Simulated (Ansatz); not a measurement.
# AlH (SMILES [AlH]) at MP2/def2-TZVPPD

Aim: the vertical ionisation energy of AlH at MP2/def2-TZVPPD, from 2 runs. 

The results are computed with Ansatz 0.2.0.

33 further runs of the same task are left out: 33 set aside as unsound or not needed.

## (1) The molecule

AlH: 2 atoms, total charge 0, spin state singlet. As SMILES, `[AlH]`. The shape is that of a PBE0-D4/def2-TZVP optimisation.

Bond lengths: Al1–H2 1.665 Å.

## (2) A single-point energy at MP2/def2-TZVPPD

Contents of input.yaml:

```yaml
crystal:
  periodic: [false, false, false]
  atoms:
    - {symbol: Al, position_ang: [-0.000000, 0.000000, -0.025640]}
    - {symbol: H, position_ang: [0.000000, -0.000000, 1.639110]}
basis:
  gaussian:
    orbitals: def2-TZVPPD.json
magnetization:
  spin_polarized: false
  initial_magnetization: 0
correlation:
  method: mp2
  frozen_orbitals: {Al: 5, H: 0}
accuracy: high
```

The basis set def2-TZVPPD is read from a file made from the Basis Set Exchange's data (not shown).

Run with:

```console
ansatz run input.yaml --threads 1 --pin off --max-ram 3480MiB --events-out events.jsonl --progress --plain --runs-dir runs
```

Log:

```text
Warning: RAYON_NUM_THREADS=1 ignored (pool sized by the plan → 1); use --threads N
Functional definition: HF
  name "HF"
  exchange = exact_x
  correlation = 0
816 factors; integrals over basis functions are off by at most 3.6e-9 eV
mean field evaluation 1: about -6597.2945 eV, gradient 6.8e0 eV
mean field evaluation 2: about -6597.2947 eV, gradient 6.8e0 eV
mean field evaluation 4: about -6597.6141 eV, gradient 5.0e-1 eV
mean field evaluation 8: about -6597.6165 eV, gradient 1.8e-4 eV
mean field -6597.61652821 eV, -242.4579353868 hartree, gradient 1.0e-8 eV, S^2 0.000000; 0 other end points of the search recorded, 0 dependent functions left out; unrestricted orbitals would lower it
mean field evaluation 16: about -6597.6274 eV, gradient 8.7e-2 eV
5 core orbitals not correlated: weight in the atoms' cores, before any rotation towards them, 1.000 or more for the frozen orbitals, at most 0.000 for the correlated occupied ones
reference -6597.61652821 eV, -242.4579353868 hartree; 2, 2 occupied and 58, 58 virtual orbitals, 816 factors
second order -1.69523293 eV of doubles, -0.00000000 eV of singles
Total energy: -6599.31176114 eV, -242.5202340479 hartree
```

It took 0.38 s on 1 thread of Arm Neoverse V2, shared host; peak memory 0.093 GiB.

## (3) The doublet cation

Contents of run.yaml:

```yaml
crystal:
  periodic: [false, false, false]
  atoms:
    - {symbol: Al, position_ang: [-0.000000, 0.000000, -0.025640]}
    - {symbol: H, position_ang: [0.000000, -0.000000, 1.639110]}
basis:
  gaussian: {orbitals: def2-TZVPPD.json}
total_charge: 1
magnetization: {spin_polarized: true, initial_magnetization: 1}
correlation: {method: mp2, frozen_orbitals: {Al: 5, H: 0}}
accuracy: high
```

The basis set def2-TZVPPD is read from a file made from the Basis Set Exchange's data (not shown).

Run with:

```console
ansatz run run.yaml --threads 1 --pin off --max-ram 3480MiB --events-out events.jsonl --progress --plain --runs-dir runs
```

Log:

```text
Warning: RAYON_NUM_THREADS=1 ignored (pool sized by the plan → 1); use --threads N
[... 4 set-up lines as earlier in the session ...]
816 factors; integrals over basis functions are off by at most 3.6e-9 eV
mean field evaluation 1: about -6589.7837 eV, gradient 6.7e0 eV
mean field evaluation 2: about -6589.7838 eV, gradient 6.7e0 eV
mean field evaluation 4: about -6590.3386 eV, gradient 1.0e0 eV
mean field evaluation 8: about -6590.3634 eV, gradient 1.5e-3 eV
mean field -6590.36341896 eV, -242.1913885382 hartree, gradient 3.0e-8 eV, S^2 0.785336; 0 other end points of the search recorded, 0 dependent functions left out
5 core orbitals not correlated: weight in the atoms' cores, before any rotation towards them, 1.000 or more for the frozen orbitals, at most 0.000 for the correlated occupied ones
reference -6590.36341896 eV, -242.1913885382 hartree; 2, 1 occupied and 58, 59 virtual orbitals, 816 factors
second order -0.90105985 eV of doubles, -0.00000000 eV of singles
Total energy: -6591.26447881 eV, -242.2245018768 hartree
```

It took 0.4 s on 1 thread of Arm Neoverse V2, shared host; peak memory 0.098 GiB.

## (4) Outcome

Level: MP2/def2-TZVPPD, 5 core orbitals frozen.

| quantity | value |
| --- | --- |
| singlet AlH: total energy | -242.52023 Eh |
| singlet AlH: correlation energy (5 core orbitals frozen) | -62.3 mEh |
| doublet cation: total energy | -242.22450 Eh |
| doublet cation: correlation energy (5 core orbitals frozen) | -33.1 mEh |
| doublet cation: ⟨S²⟩ of the reference determinant | 0.785 |
| vertical ionisation energy (to the doublet cation) | 8.047 eV |

What this shows: Removing an electron at fixed nuclei costs 8.05 eV (776 kJ/mol). The restricted solution (singlet AlH) is unstable to spin breaking: an unrestricted one lies lower.
